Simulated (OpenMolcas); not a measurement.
# quartet AlO: levels of theory compared

We compute a comparison of 6 runs (UHF/3-21G, UB3LYP/def2-TZVPPD, UBHLYP/def2-TZVPPD, UBLYP/def2-TZVPPD, ROMP2/def2-TZVPPD, ROCCSD(T)/def2-TZVPPD) of quartet AlO. 

The results are computed with OpenMolcas 26.06.

## 1. The structure to begin with

AlO: 2 atoms, total charge 0, spin state quartet. SMILES of the parent species: `[O]=[Al]`. Geometry: relaxed at PBE0-D4/def2-TZVP. That shape belongs to the parent species and isn't relaxed for this state.

Bond lengths: O1–Al2 1.620 Å.

## 2. The energy at UHF/3-21G (run 1)

input.xyz reads:

```xyz
2

O      0.000000     0.000000    -0.024920
Al     0.000000     0.000000     1.594970
```

mol.inp reads:

```
* AlO Hartree-Fock
>>> EXPORT MOLCAS_PRINT=2

&gateway
 baslib=$CurrDir
 coord=input.xyz
 basis=3-21G
 group=NoSym

&seward

&scf
 uhf
 spin=4
 thresholds=1e-10 1e-07 1e-07 1e-05
 prorbitals=1 2
```

The basis set 3-21G is read from a file made from the Basis Set Exchange's data (not shown).

On the command line:

```
$ export MOLCAS_MEM=1860
$ pymolcas mol.inp > mol.log
```

Output:

```text
--- Start Module: gateway ---
[...]
--- Stop Module: gateway /rc=_RC_ALL_IS_WELL_ ---
--- Start Module: seward ---
[...]
      Basis functions           22
--- Stop Module: seward /rc=_RC_ALL_IS_WELL_ ---
--- Start Module: scf ---
[...]
       Convergence after  29 Iterations
[...]
::    Total SCF energy                               -314.9284174728
[...]
      Total spin, S                                     1.5006883733
[...]
      Total electronic charge=   21.000000
      Total            charge=   -0.000000
[...]
      Dipole Moment (debye):
      Origin of the operator (angstrom)=    0.0000    0.0000    0.9921
                   X= -5.2257E-16               Y= -9.2018E-17               Z=  2.5053E+00           Total=  2.5053E+00
      Quadrupole Moment (debye*angstrom):
[...]
--- Stop Module: scf /rc=_RC_ALL_IS_WELL_ ---
[...]
```

Wall time 1.3 s (1 thread of Intel Xeon 6975P-C (Granite Rapids), shared host); peak memory 0.37 GiB.

## 3. The energy at UB3LYP/def2-TZVPPD (run 2)

calc.inp reads:

```
* AlO Kohn-Sham DFT

&GATEWAY
  BasLib = $CurrDir
  Coord
  2
  angstrom
  O        0.000000       0.000000      -0.024920
  Al       0.000000       0.000000       1.594970
  Basis = def2-TZVPPD
  Group = NoSym

&SEWARD
  GridInput
  Grid=UltraFine
  End of Grid

&SCF
  UHF
  Spin = 4
  KSDFT = B3LYP
  Thresholds = 1e-10 1e-07 1e-07 1e-05
  PrOrbitals = 1 1
```

The basis set def2-TZVPPD is read from a file made from the Basis Set Exchange's data (not shown).

On the command line:

```
$ export MOLCAS_MEM=1860
$ pymolcas calc.inp > calc.log
```

Output:

```text
--- Start Module: gateway ---
[...]
--- Stop Module: gateway /rc=_RC_ALL_IS_WELL_ ---
--- Start Module: seward ---
[...]
      Basis functions           88
--- Stop Module: seward /rc=_RC_ALL_IS_WELL_ ---
--- Start Module: scf ---
[...]
       Convergence after  22 Iterations
[...]
::    Total KS-DFT energy                            -317.5325256901
[...]
      Total spin, S                                     1.5008967838
[...]
      Total electronic charge=   21.000000
      Total            charge=   -0.000000
[...]
      Dipole Moment (debye):
      Origin of the operator (angstrom)=    0.0000    0.0000    0.9921
                   X= -1.1493E-15               Y= -3.2583E-16               Z=  1.1025E+00           Total=  1.1025E+00
      Quadrupole Moment (debye*angstrom):
[...]
--- Stop Module: scf /rc=_RC_ALL_IS_WELL_ ---
[...]
```

Run time: 17 s. Hardware: 1 thread of Intel Xeon 6975P-C (Granite Rapids), shared host; peak memory 0.48 GiB.

Runs 3 to 5 aren't shown in full; the table further down has their settings and results.

## 4. A single-point energy at ROCCSD(T)/def2-TZVPPD (run 6)

geom.xyz reads:

```xyz
2

O      0.000000     0.000000    -0.024920
Al     0.000000     0.000000     1.594970
```

calc.inp reads:

```
* AlO CCSD(T)

&gateway
  baslib = $CurrDir
  coord = geom.xyz
  basis = def2-TZVPPD
  group = NoSym

&seward

&scf
  uhf
  spin = 4
  thresholds = 1e-10 1e-07 1e-07 1e-05
  prorbitals = 0

&rasscf
  fileorb = $Project.UnaOrb
  spin = 4
  nactel = 3 0 0
  inactive = 9
  ras2 = 3
  outorbitals = Canonical
  orblisting = Few

&motra
  jobiph
  frozen = 6

&ccsdt
  cct
  triples = 3
  iterations = 80
  accuracy = 1e-08
  extrapolation = 5 4
```

The basis set def2-TZVPPD is read from a file made from the Basis Set Exchange's data (not shown).

On the command line:

```
$ export MOLCAS_MEM=1860
$ pymolcas calc.inp > calc.log
```

Output:

```text
--- Start Module: gateway ---
[...]
--- Stop Module: gateway /rc=_RC_ALL_IS_WELL_ ---
[...]
      Basis functions           88
[...]
       Convergence after  29 Iterations
[...]
::    Total SCF energy                               -316.7152907334
[...]
      Total spin, S                                     1.5018733484
[...]
      Number of active orbitals                  3
[...]
      Spin quantum number                      1.5
[...]
      Active orbitals                            3
[...]
      Number of CSFs                             1
[...]
      Number of root(s) required                 1
[...]
      Convergence after  9 iterations
[...]
      printout of CI-coefficients larger than  0.05 for root  1
      energy=    -316.710091
      conf/sym  111     Coeff  Weight
             1  uuu   1.00000 1.00000
      Natural orbitals and occupation numbers for root  1
      sym 1:   1.000000   1.000000   1.000000
      ************************************************************************************************************************
      *                                                    Final results                                                     *
[...]
::    RASSCF root number  1 Total energy:   -316.71009110
[...]
      Total electronic charge=   21.000000
      Total            charge=   -0.000000
[...]
      Dipole Moment (debye):
      Origin of the operator (angstrom)=    0.0000    0.0000    0.9921
                   X= -7.0833E-08               Y= -1.5805E-07               Z=  1.3377E+00           Total=  1.3377E+00
      Quadrupole Moment (debye*angstrom):
[...]
--- Start Module: motra ---
[...]
      *** WARNING: Default frozen orbitals is overwritten by user input.
      *** Default values:   3
[...]
--- Stop Module: motra /rc=_RC_ALL_IS_WELL_ ---
--- Start Module: ccsdt ---
[...]
      Convergence after                    26  Iterations
      Total energy (diff) :    -316.94185214       0.00000000
[...]
 METHOD                       : CCSD+T(CCSD)+<T3(1)WT1>+<T3(1)UT2> = CCSD(T)
[...]
       CCSD     =      -316.9418521417180
[...]
--- Stop Module: ccsdt /rc=_RC_ALL_IS_WELL_ ---
[...]
```

Run time: 16 s. Hardware: 1 thread of Intel Xeon 6975P-C (Granite Rapids), shared host; peak memory 0.48 GiB.

## 5. Overview of the runs

```tsv
run	level	integration grid	frozen core orbitals	energy (Eh)	dipole moment (D)	HOMO energy (eV)	⟨S²⟩	wall time
1	UHF/3-21G	–	–	-314.928417	2.51	-6.09	3.753	1.3 s
2	UB3LYP/def2-TZVPPD	UltraFine	–	-317.532526	1.10	-3.77	3.754	17 s
3	UBHLYP/def2-TZVPPD	UltraFine	–	-317.487693	1.27	-4.71	3.755	19 s
4	UBLYP/def2-TZVPPD	UltraFine	–	-317.509898	0.94	-2.89	3.753	18 s
5	ROMP2/def2-TZVPPD	–	6	-316.935398	–	–	–	7.2 s
6	ROCCSD(T)/def2-TZVPPD	–	6	-316.949520	–	–	–	16 s
```

## 6. Summary of results

| quantity | value |
| --- | --- |
| run 6: total energy | -316.94952 Eh |
| run 6: (T) correction | -7.67 mEh |

What this shows: Over runs 1, 2, 3, 4 the dipole moment (its size) runs from 0.94 D (UBLYP/def2-TZVPPD) to 2.51 D (UHF/3-21G). The two ends differ in method and basis. Totals of different functionals can't be ranked against each other. All runs together took 78 s, the longest 19 s.
